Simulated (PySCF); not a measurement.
# Dipole moment and polarisability of `FC=C1CCC1`

Compound: C5H7F.
Structure used (PBE0-D3(BJ)/def2-SVP), in Å, numbered top down from 1:
```
atom  x, y, z in Å
F1     2.5411   -1.2528    0.6285
C2     1.8634   -0.1008    0.6480
C3     0.6497    0.0064    0.1241
C4    -0.3037   -0.9882   -0.4905
C5    -1.4345    0.0494   -0.2746
C6    -0.3696    1.1209    0.0752
H7     2.4097    0.7113    1.1370
H8    -0.0918   -1.1834   -1.5551
H9    -0.3989   -1.9583    0.0209
H10   -2.0758   -0.2002    0.5828
H11   -2.0763    0.2638   -1.1406
H12   -0.1903    1.8280   -0.7521
H13   -0.5231    1.7040    0.9965
```

Level: B3LYP/def2-SVPD (PySCF), static field, nuclei fixed, core orbitals frozen in the response. The polarisability tensor in these axes (au):

```
x   71.98 -2.98  9.21
y   -2.98 58.06  1.94
z    9.21  1.94 51.12
```

What are the eigenvalues, a third of the trace, and Δα (Δα² = ½Σ(αi − αj)² over the three pairs)?

Principal values 46.89, 58.55 and 75.72 au; mean 60.39 au = 8.95 Å³ = 9.96 × 10⁻⁴⁰ C²·m²/J; Δα = 25.12 au (42 % of the mean).

What is the dipole moment, and where does it point?

(-1.33, 1.20, -0.17) D, 1.80 D in size, pointing from the negative to the positive side. Measured along this direction, the outermost atoms are F1 at the negative end and H11 at the positive end.

Molar refractivity from α?

Lorentz–Lorenz: R = (4π/3)N_A α = 2.5225 cm³/(mol·Å³) × 8.95 Å³ = 22.6 cm³/mol, in the limit of long wavelengths.

Find the Langevin capture rate constant for NO+ (29.998 u) meeting this molecule (86.053 u), k = 2.342 × 10⁻⁹ cm³/s × √(α in Å³ / reduced mass in u).

The reduced mass is 22.24 u, so k = 1.49 × 10⁻⁹ cm³/s. The formula leaves out the permanent dipole, which adds to the capture rate.

Traceless (Buckingham) quadrupole moment about the centre of nuclear charge: eigenvalues?

-4.92, 0.73, 4.19 D·Å. The values depend on the origin, since the dipole doesn't vanish. The electronic extent ⟨r²⟩ about the same centre is 622 bohr², a root-mean-square distance of 1.95 Å for the 46 electrons.

Orientational against electronic polarisability at 298 K (dilute gas, rigid molecules)?

In Gaussian units μ²/3kT = 26.22 Å³ against 8.95 Å³, a ratio of 2.93; the Debye molar polarisation (4π/3)N_A(α + μ²/3kT) is 88.7 cm³/mol, leaving out the vibrational part.

Refractivity n − 1 of an ideal gas of it at 400 K and 1 atm, from the electronic α?

N = p/kT = 1.8347 × 10¹⁹ cm⁻³, so n − 1 = 2π × N × 8.95 × 10⁻²⁴ cm³ = 1032 × 10⁻⁶ at long wavelengths, for an ideal gas.

One conformer (not necessarily the lowest) at the PBE0-D3(BJ)/def2-SVP geometry, without solvent, vibrations or thermal averaging.
